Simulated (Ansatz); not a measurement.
Zinc-blende BeTe, treated with r²SCAN0 (Ansatz, a first-principles code, plane waves, PAW).

Input:

Ansatz 0.2 input:
```yaml
crystal:
  lattice:
    - [0.0, -2.8085, 2.8085]
    - [2.8085, -2.8085, 0.0]
    - [2.8085, 0.0, 2.8085]
  atoms:
    - { symbol: Be, position: [0.0, 0.0, 0.0] }
    - { symbol: Te, position: [0.25, 0.25, 0.25] }
basis:
  ecutwfc: 520
  ecutrho_ratio: 4
  xc_grid: 3
kpoints:
  mp_grid: { grid: [8, 8, 8] }
hamiltonian:
  xc: r2scan0
  dispersion: none
  pseudopotentials: { kind: paw }
scf:
  occupations: { method: fermi_dirac, width: 0.01 }
  convergence: { dr2_threshold: 0.0000000002 }
output:
  forces: true
  stress: true
  eigenvalues: true
```

Problem. How many irreducible k-points, plane waves at Γ does the program set up, and what pressure does the run end with?

Solution. 29 irreducible k-points, 1243 plane waves at Γ; P = 0.53 GPa, so the cell is compressed on average and its volume would grow at this level.

Output (set-up and result lines):

```
WARN output.stress: scf.exx.energy_threshold = 1e-6 eV is looser than the 2e-8 eV advised for a stress under a hybrid functional (1e-8 eV for each atom of the …
Crystal: 2 atoms, lattice volume = 44.305 Å³
Basis set: ecut = 520 eV, 1243 PW (Γ), exchange–correlation on 90×90×90 points (27 copies of the dense FFT grid, shifted against one another)
Bands: 13, of which v1, the nominal top of the filled ones, is band 9 counted from 1 (8 counted from 0)
Symmetry: 24 space group operations
Space group: F-43m (ITA 216), of the structure as read, at distance tolerance 3.5e-5 Å
k-points: 29 of 512 (time reversal used)
Functional: x = r2scan, c = r2scan; τ floored in thin density (d = 2e-4 eV/Å³), warm-up for x = 0.75 r2scan + 0.25 exact, c = r2scan; τ floored in thin density (d = 2e-4 eV/Å³)
SCF iter   1: F=—  HF=-7089.049753 eV  |F-HF|=—  |Δ(HF+E_count)|=         —  Δρ=3.51e-3  dr2=7.92e-3  dr2_τ=1.76e-2
SCF iter   2: F=—  HF=-7089.083419 eV  |F-HF|=—  |Δ(HF+E_count)|=   3.37e-2  Δρ=1.80e-3  dr2=1.42e-3  dr2_τ=2.58e-5
  ...
Crystal: 2 atoms, lattice volume = 44.305 Å³
Initial density: handed on by an earlier stage of this run
Functional: x = 0.75 r2scan + 0.25 exact, c = r2scan; τ floored in thin density (d = 2e-4 eV/Å³)
Crystal: 2 atoms, lattice volume = 44.305 Å³
SCF iter   5: F=—  HF=-7089.209662 eV  |F-HF|=—  |Δ(HF+E_count)|=   9.55e-9  Δρ=1.98e-6  dr2=2.32e-9  dr2_τ=1.73e-11
SCF iter   6: F=-7089.209662 eV  HF=-7089.209662 eV  |F-HF|=3.00e-11  |Δ(HF+E_count)|=   2.67e-9  Δρ=4.47e-7  dr2=1.09e-10  dr2_τ=1.73e-12
SCF 3 converged in 6 iterations: F = -7089.209662 eV  dr2 = 1.09e-10
Free energy (F): -7089.209662 eV
Internal energy: -7089.209662 eV  (E = F + TS)
E sigma→0 (E₀):  -7089.209662 eV
Fermi energy:    8.405077 eV
--- Stress (GPa, compression-positive) ---
        0.534025       0.000000       0.000000
        0.000000       0.534025      -0.000000
        0.000000      -0.000000       0.534025
  P = ⅓ Tr σ = 0.5340 GPa (5.340 kbar)
```

The PAW data were made under PBE.

Note: cell and atoms aren't relaxed at this level (pressure 0.5 GPa).

Computing time: about 2.0 core-minutes (a rough figure).
